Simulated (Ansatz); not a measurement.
AlHOF (SMILES [O][AlH][F]): methods side by side

The species is AlHOF (4 atoms), meant as a doublet with charge 0. As SMILES, `[O][AlH][F]`. Geometry: relaxed at PBE0-D4/def2-TZVP.

```xyz
4

O    -0.1283   -1.0616    1.2994
Al    0.0382    0.0261   -0.0370
F    -1.1265   -0.0103   -1.1922
H     1.2721    0.9856   -0.0904
```

Quantity: the energy change with the Al2–H4 bond stretched from 1.564 to 2.346 Å, in eV. The values are calculated.

| level | kind | program | value (eV) | less FCI/STO-3G | CPU time (all runs) |
| --- | --- | --- | --- | --- | --- |
| UBLYP/STO-3G | GGA | Ansatz | 2.74 | -0.30 | 6.2 s |
| UPBE/STO-3G | GGA | Ansatz | 2.82 | -0.22 | 6.1 s |
| U-r2SCAN/STO-3G | meta-GGA | Ansatz | 3.10 | +0.06 | 13 s |
| UPBE0/STO-3G | global hybrid | Ansatz | 3.30 | +0.26 | 4.8 s |
| UHSE06/STO-3G | range-separated hybrid | Ansatz | 3.28 | +0.24 | 6.4 s |
| UB2PLYP/STO-3G | double hybrid | Ansatz | 3.43 | +0.39 | 7.1 s |
| UMP2/STO-3G | perturbation theory | Ansatz | 3.72 | +0.68 | 0.62 s |
| UBCCD(T)/STO-3G | coupled cluster or CI | Ansatz | 3.06 | +0.02 | 1.3 s |
| FCI/STO-3G | exact in the basis | Ansatz | 3.04 | 0.00 | 24 s |

FCI/STO-3G is exact within its basis and frozen core, so for wave-function methods in that basis the difference is their error; functionals converge differently with the basis, so for them it is only a difference. The first shape isn't each level's own minimum. The values span 2.74 to 3.72 eV. Spin contamination of the reference (⟨S²⟩ at least 0.1 too high) touches UB2PLYP/STO-3G, UMP2/STO-3G, UBCCD(T)/STO-3G. All rows use very small basis sets, so none should be taken for the real molecule's value. Times are those of the runs behind each value, whatever else they computed, on shared processors of several kinds: orders of magnitude only.
